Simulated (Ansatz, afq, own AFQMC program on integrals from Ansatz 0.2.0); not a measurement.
## NH$_{3}$⁺, doublet: AFQMC among the cluster methods

```yaml
atoms:
  - { symbol: N, position_ang: [-0.0528, -0.0007, 0.0000] }
  - { symbol: H, position_ang: [1.8630, 0.0250, -0.0001] }
  - { symbol: H, position_ang: [-0.5767, 0.8792, -0.0028] }
  - { symbol: H, position_ang: [-0.5529, -0.8944, 0.0028] }
```

Basis 6-31G. Noble-gas cores (and the filled d shells of Ga–Kr and In–Xe) are frozen. AFQMC by an in-house program on the Cholesky factors that Ansatz 0.2.0 writes for its CCSD(T) run. The CISD trial takes its coefficients from CCSD amplitudes. Released means that phaseless walkers are propagated on without the constraint, phases kept. ± is one standard error of the sampling.

Determinant: UHF, the one that the program's search chose, which needn't be the lowest solution. The geometry is a point of a scan.

Full CI on the same integrals is exact in this basis and with this determinant's frozen core.

Cautions: strong correlation (T1 0.086, weight of the determinant 0.80, largest double 0.22); unrestricted determinant spin contaminated (⟨S²⟩ 1.31 against 0.75); the released energies move by 1.5 errors or more from one time to the next, so no released level is given (meV from the phaseless value at times in 1/Eh: 0.3 ± 2.4 at 0.24, -7.3 ± 2.0 at 0.51, -8.7 ± 1.9 at 0.99, -3.5 ± 1.9 at 1.62, -9 ± 3 at 2.40), though the last usable value meets full CI within the noise.

```
T1 diagnostic                               : 0.0857
weight of the determinant in the CISD state : 0.798
⟨S²⟩ of the determinant                     : 1.311
size of the correlated space                : 7 electrons in 14 orbitals
```

Reference: full CI, correlation energy -3.025 eV. The cautions show a poor starting determinant, so the rows tell how each method copes with it here, and full CI is the sure value.

| level | E − E(reference) (kJ/mol) | share of correlation (%) |
| --- | --- | --- |
| HF | 291.9 | 0.00 |
| MP2 | 95.5 | 67.26 |
| CCSD | 8.6 | 97.06 |
| CCSD(T) | 3.4 | 98.82 |
| CCSDT | 0.9 | 99.70 |
| CCSDT(Q) | 0.0 | 100.00 |
| CCSDTQ | 0.0 | 99.99 |
| ph-AFQMC/HF | 0.8 ± 2.1 | 99.73 |
| ph-AFQMC/CISD | 0.7 ± 0.2 | 99.76 |

CCSDT and higher add their correlation energy to the determinant of the CCSD(T) run, since their own runs factorise the integrals more tightly (a shift of under 2 meV). A walk keeps the symmetry of its determinant, which the program's search chose and which needn't be the lowest solution, so a lower state of the same spin and another symmetry isn't excluded.
